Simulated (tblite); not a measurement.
C₂H₅OS (doublet state).
Atom-mapped SMILES: `[CH3:1][S:2][CH2:3][O:4]` (hydrogens: H5, H6, H7 on C1; H8, H9 on C3)

Geometry (GFN2-xTB, Å), atoms numbered from 1 in this order:
```
atom  x, y, z in Å
C1     1.402    0.121   -0.065
S2     0.066   -0.115   -1.234
C3    -1.416   -0.119    0.051
O4    -1.073    0.030    1.245
H5     2.082   -0.723   -0.131
H6     0.934    0.175    0.923
H7     1.923    1.042   -0.306
H8    -2.030    0.681   -0.415
H9    -1.875   -1.087   -0.239
```

Calculated harmonic vibrations of the isolated species, GFN2-xTB (tblite), most abundant isotopes, no scaling. This tight-binding method is rough: wavenumbers can miss measured ones by several per cent, in bad cases by 10 to 20. One conformer, not necessarily the lowest. Open shells enter through the occupations alone, without spin polarisation, and single modes of such species can be off by tens of per cent.

Harmonic wavenumbers (cm⁻¹): 131.7, 143.5, 258.8, 372.6, 515.7, 618.4, 755.4, 929.8, 970.1, 1072.1, 1079.1, 1308.3, 1337.2, 1412.9, 1419.8, 1431.8, 2653.2, 2728.1, 2921.7, 3039.0, 3039.4.

A = 10086, B = 4727, C = 3355 MHz; mass 77.006 u (most abundant isotopes); point group Cs, symmetry number 1; spin multiplicity 2.

Question: What is the zero-point energy?

Answer: ½Σν̃ = 14069 cm⁻¹ = 168.31 kJ/mol.

Question: Give the ideal-gas entropy at 298.15 K and 1 bar in the rigid-rotor, harmonic-oscillator model (classical rotation).

Answer: Translation 163.03, rotation 105.06, vibration 42.55, spin (R ln 2) 5.76: S = 316.4 J/(mol K).

Question: And Cp and H(298.15 K) − H(0)?

Answer: Cp = 83.84 J/(mol K), of which vibrations give 50.58 (their classical limit is 21 R = 174.6); H(298.15 K) − H(0) = 17.22 kJ/mol without the zero-point energy, 7.30 from vibrations.

Question: Which modes carry the vibrational entropy at 298.15 K?

Answer: 131.7 cm⁻¹: 12.22; 143.5 cm⁻¹: 11.53; 258.8 cm⁻¹: 6.99; 372.6 cm⁻¹: 4.47; 515.7 cm⁻¹: 2.59; 618.4 cm⁻¹: 1.75 J/(mol K); the other 15 give 2.98 together.

Question: How do the functions run with temperature in this model?

Answer: 
```
T (K)  S (J/(mol K))  Cp (J/(mol K))  H − H(0) (kJ/mol)  G − H(0) (kJ/mol)  ln q(vib)
  150          268.5            58.7               6.67             -33.60       0.75
  250          302.4            75.6              13.38             -62.21       1.70
  400          343.4           100.7              26.63            -110.74       3.19
  600          389.5           127.0              49.55            -184.17       5.18
  900          446.4           153.1              91.86            -309.87       8.05
```

q(vib) and H(0) count from the zero-point level.

Question: Blend soft modes into free rotors: weight 1/[1 + (100 cm⁻¹/ν̃)⁴] for the oscillator and the rest for a rotor with moment μB/(μ + B), μ = h/(8π²ν), B = 10⁻⁴⁴ kg m². What vibrational entropy results?

Answer: 42.02 J/(mol K) in place of 42.55, which changes −T·S at 298.15 K by +0.16 kJ/mol.

Question: What must be added to the electronic energy to get the Gibbs energy at 298.15 K and 1 bar?

Answer: ZPE + [H(298.15 K) − H(0)] − T·S = 168.31 + 17.22 − 94.34 = 91.19 kJ/mol.

Hindered rotation and anharmonicity are outside this model. Other conformers, if any are populated, would add a mixing term that is left out.

On one thread, Arm Neoverse V1 (aarch64), shared host, this took 0.14 s of wall time. This covers the Hessian and the dipole derivatives.
